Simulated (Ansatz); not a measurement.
Geometry optimisation, RKS CAM-B3LYP-D4/6-31G (Ansatz 0.2.0).

Input file:

```yaml
crystal:
  periodic: [false, false, false]
  atoms:
    - { symbol: Al, position_ang: [0.0, 0.0, 0.0] }
    - { symbol: C, position_ang: [0.0, 0.0, 1.97] }
    - { symbol: H, position_ang: [-0.9996, -0.3092, 2.3405] }
    - { symbol: H, position_ang: [0.7676, -0.7111, 2.3405] }
    - { symbol: H, position_ang: [0.232, 1.0203, 2.3405] }
    - { symbol: "N", position_ang: [1.6627, 0.0, -0.96] }
    - { symbol: H, position_ang: [2.1293, -0.9179, -1.2118] }
    - { symbol: H, position_ang: [2.1141, 0.9179, -1.2382] }
    - { symbol: H, position_ang: [-1.351, 0.0, -0.78] }
basis:
  gaussian: { orbitals: "6-31G" }
hamiltonian:
  xc: cam_b3lyp
  dispersion: d4
relax:
  f_tol: 0.02
  max_steps: 40
```

Command:

```bash
$ ansatz run input.yaml --threads 1 --pin off --max-ram 2048MiB --backend cpu --events-out ev --progress --plain --runs-dir out
```

Q: Where does it end, and by what steps?

A: It converged. The force dipped under the threshold on the way, but the program's further checks kept it going. Limits of this set-up: no polarisation functions. After 24 steps the energy has fallen by 0.822 eV; H8 moved furthest, 1.20 Å.

| step | energy less start (eV) | largest force component (eV/Å) | accepted |
| --- | --- | --- | --- |
| 0 | 0.0000 | 2.146 | yes |
| 1 | -0.2723 | 0.874 | yes |
| 2 | -0.3501 | 0.934 | yes |
| 3 | -0.4427 | 1.117 | yes |
| 4 | -0.5822 | 0.773 | yes |
| 5 | -0.6902 | 0.778 | yes |
| 6 | -0.7868 | 0.252 | yes |
| 7 | -0.8146 | 0.063 | yes |
| 8 | -0.8190 | 0.034 | yes |
| 9 | -0.8197 | 0.021 | yes |
| 10 | -0.8200 | 0.059 | yes |
| 11 | -0.8202 | 0.042 | yes |
| 12 | -0.8201 | 0.049 | no |
| 13 | -0.8205 | 0.016 | yes |
| 14 | -0.8207 | 0.066 | yes |
| 15 | -0.8209 | 0.041 | yes |
| 16 | -0.8212 | 0.008 | yes |
| 17 | -0.8215 | 0.039 | yes |
| 18 | -0.8205 | 0.150 | no |
| 19 | -0.8217 | 0.044 | yes |
| 20 | -0.8217 | 0.057 | no |
| 21 | -0.8219 | 0.022 | yes |
| 22 | -0.8220 | 0.032 | yes |
| 23 | -0.8221 | 0.025 | yes |
| 24 | -0.8222 | 0.017 | yes |

```xyz
9
Properties=species:S:1:pos:R:3
Al 0.061 0.225 0.014
C 0.030 -0.084 1.953
H -0.794 -0.752 2.232
H 0.962 -0.531 2.313
H -0.123 0.855 2.498
N 1.553 -0.093 -0.922
H 2.419 -0.438 -0.531
H 1.629 0.053 -1.919
H -1.182 0.765 -0.837
```

Time of the run: 44 s on 1 thread of Arm Neoverse V2 (shared host), peak memory 0.12 GiB.
